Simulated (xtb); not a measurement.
Input for xtb:
```
$ xtb mol.xyz --gfn 0 --chrg 2 --uhf 1 --json

# file mol.xyz
2

C     -0.00000000    -0.00000000    -0.17146200
H      0.00000000     0.00000000     1.02877202
```

What is the computed total energy (GFN0-xTB (xtb))?

3.612323 Ry

Predict the partial charges in atom order from GFN0-xTB.

C1 1.45, H2 0.55
